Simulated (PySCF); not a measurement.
**methylenecyclobutane (C5H8): NMR shifts and spin-spin couplings**

What NMR shifts and spin-spin couplings should methylenecyclobutane (C5H8) (`C=C1CCC1`) show?

Computed with PySCF 2.14.0, with density-fitted response routines of our own, on a single molecule in the gas phase. Atoms are numbered from 0 throughout.

**1. The starting structure**

13 atoms, charge 0, multiplicity 1; geometry from: GFN2-xTB.

Bonds of the start (Å): C0–C1 1.32, C1–C2 1.51, C2–C3 1.54, C3–C4 1.54, C4–C1 1.51, C0–H5 1.08, C0–H6 1.08, C2–H7 1.09, C2–H8 1.09, C3–H9 1.09, C3–H10 1.09, C4–H11 1.09, C4–H12 1.09.

**2. Nuclear shieldings: PBE0/pcSseg-1**

What the job is given:

```
{"job": {"kind": "nmr", "xc": "PBE0", "basis": "pcSseg-1"}, "charge": 0, "multiplicity": 1}
C      1.973765    -0.243874    -0.055744
C      0.667948    -0.082455    -0.019847
C     -0.228049     1.087726     0.286293
C     -1.446276     0.178530     0.038608
C     -0.500752    -0.997426    -0.270124
H      2.649745     0.565330     0.165153
H      2.420982    -1.191646    -0.305740
H     -0.127101     1.922686    -0.406315
H     -0.137224     1.470939     1.302213
H     -2.070764     0.484514    -0.797662
H     -2.076607     0.026497     0.912007
H     -0.570532    -1.837157     0.420770
H     -0.559523    -1.383177    -1.287340
```

With the program's defaults for keys left out, this is: GIAO PBE0/pcSseg-1 NMR shielding, non-relativistic, gas phase.

**Question.** This job is followed by: B3LYP/pcJ-1 indirect spin-spin coupling, non-relativistic, gas phase. What will the session give for the following? 13C shifts against TMS (PBE0/pcSseg-1, means over atoms taken as alike); 1H shifts against TMS (PBE0/pcSseg-1, means over atoms taken as alike); largest coupling of the table (B3LYP/pcJ-1).

As calculated:

| quantity | value |
| --- | --- |
| 13C shifts against TMS (PBE0/pcSseg-1, means over atoms taken as alike) | 157.9, 114.7, 31.5, 15.8 ppm |
| 1H shifts against TMS (PBE0/pcSseg-1, means over atoms taken as alike) | 5.22, 2.84, 1.99 ppm |
| largest coupling of the table (B3LYP/pcJ-1) | 1J(C,H) C0–H5, 161.9 Hz |

What this shows: C1 (fully substituted alkene carbon) lies farthest downfield among carbon, at 157.9 ppm; as expected for a trigonal carbon in a double bond. The most deshielded hydrogen is H5, H6 (mean) (hydrogen on a terminal =CH2 carbon), at 5.22 ppm: a vinylic proton, deshielded by the sp2 carbon and the C=C anisotropy. At PBE0/pcSseg-1: The widest tensor belongs to C1: span 226 ppm, with a paramagnetic part of -231 ppm. In the run at B3LYP/pcJ-1, the largest coupling of the table is C0–H5 (mean over like pairs), 161.9 Hz, of which the Fermi-contact term gives 160.6 Hz. Couplings across rotatable bonds belong to this one conformer; where others are populated, the observed values are averages.
